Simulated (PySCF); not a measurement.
Molfile (atoms numbered from 1):
```
C3H5N3
     RDKit          3D

 11 11  0  0  0  0  0  0  0  0999 V2000
   -1.6799   -0.2886   -0.0011 C   0  0  0  0  0  0  0  0  0  0  0  0
   -0.2565   -0.0870    0.0410 N   0  0  0  0  0  0  0  0  0  0  0  0
    0.4446    1.0650   -0.0032 C   0  0  0  0  0  0  0  0  0  0  0  0
    1.7341    0.8129    0.0562 N   0  0  0  0  0  0  0  0  0  0  0  0
    1.7664   -0.5375    0.1389 C   0  0  0  0  0  0  0  0  0  0  0  0
    0.5823   -1.1225    0.1320 N   0  0  0  0  0  0  0  0  0  0  0  0
   -2.0162   -0.8044    0.9092 H   0  0  0  0  0  0  0  0  0  0  0  0
   -2.1772    0.6872   -0.0697 H   0  0  0  0  0  0  0  0  0  0  0  0
   -1.9510   -0.8967   -0.8756 H   0  0  0  0  0  0  0  0  0  0  0  0
   -0.0278    2.0446   -0.0783 H   0  0  0  0  0  0  0  0  0  0  0  0
    2.6890   -1.1138    0.2047 H   0  0  0  0  0  0  0  0  0  0  0  0
  1  2  1  0
  2  3  1  0
  3  4  2  0
  4  5  1  0
  5  6  2  0
  6  2  1  0
  1  7  1  0
  1  8  1  0
  1  9  1  0
  3 10  1  0
  5 11  1  0
M  END
```

Geometry: PBE0-D3(BJ)/def2-SVP; GIAO shifts from PySCF, gas phase, non-relativistic, averaged over equivalent atoms.

At WP04/pcSseg-2 (286 basis functions, 26 s wall time on 1 thread of an Intel Xeon 6975P-C, shared host):
```tsv
atoms	δ (ppm)
C5	164.2
C3	153.0
C1	39.0
N6	334.7
N4	292.4
N2	233.0
H11	7.83
H10	7.66
H7/H8/H9	3.64
```

Chemical shifts δ = σref − σ; 13C (σ = 172.10 ppm), 1H (σ = 31.61 ppm) against TMS; 15N (σ = 244.72 ppm) against NH3, all at this level.

Estimate the result of repeating the calculation with CAM-B3LYP/pcSseg-2.

Results:


| atoms | δ at CAM-B3LYP/pcSseg-2 | change |
| --- | --- | --- |
| C5 | 165.5 | +1.3 |
| C3 | 154.9 | +1.9 |
| C1 | 37.1 | -1.9 |
| N6 | 340.7 | +6.0 |
| N4 | 297.5 | +5.1 |
| N2 | 238.4 | +5.4 |
| H11 | 7.90 | +0.07 |
| H10 | 7.79 | +0.13 |
| H7/H8/H9 | 3.74 | +0.10 |

δ = σ(ref) − σ, references computed at the same level: 13C (σref 182.55) and 1H (σref 31.34) vs TMS; NH3 for 15N (σref 261.83).

The largest change is at N6 (pyridine-type nitrogen of an azole). Cost: 286 basis functions, 35 s wall time on 1 thread of an Intel Xeon 6975P-C, shared host. The order of the carbon signals is the same at both levels.

Experimental scales use liquid or dissolved standards, which lie at an offset from isolated NH3 (liquid NH3: subtract about 20 ppm). Unscaled 15N shifts of sp2 nitrogen come out 20 to 40 ppm too high even then.
